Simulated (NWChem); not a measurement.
A series in which one site is exchanged, each optimised at PBE0/def2-SVP with NWChem, gas phase unless a solvent is named. For some, no frequency run checked for a minimum. def2 effective core potentials on Zr, Hf; no spin-orbit coupling.

A: [O]=[Hf]=[O] (HfO2; site = Hf)
B: O=S=O (SO2; site = S)
C: [O]=[Zr]=[O] (ZrO$_{2}$; site = Zr)
D: O=[Si]=O (SiO2; site = Si)

```tsv
quantity	A	B	C	D
dipole (D), PBE0/def2-SVP	7.94	1.83	(withheld)	0.00
orbital gap (eV), PBE0/def2-SVP	3.31	5.88	(withheld)	6.44
vertical ionisation energy, ΔSCF, CAM-B3LYP/def2-SVP (eV)	8.98	12.39	(withheld)	12.41
static polarisability, CAM-B3LYP/def2-SVPD (bohr³)	42.0	25.5	(withheld)	29.2
lowest singlet excitation, CAM-B3LYP/def2-SVPD, TDA (eV)	1.98	4.09	(withheld)	4.54
```

### Question
Fill in the missing entries.

### Answer

- dipole (D), PBE0/def2-SVP, C: 7.79
- orbital gap (eV), PBE0/def2-SVP, C: 3.81
- vertical ionisation energy, ΔSCF, CAM-B3LYP/def2-SVP (eV), C: 9.09
- static polarisability, CAM-B3LYP/def2-SVPD (bohr³), C: 38.9
- lowest singlet excitation, CAM-B3LYP/def2-SVPD, TDA (eV), C: 2.63
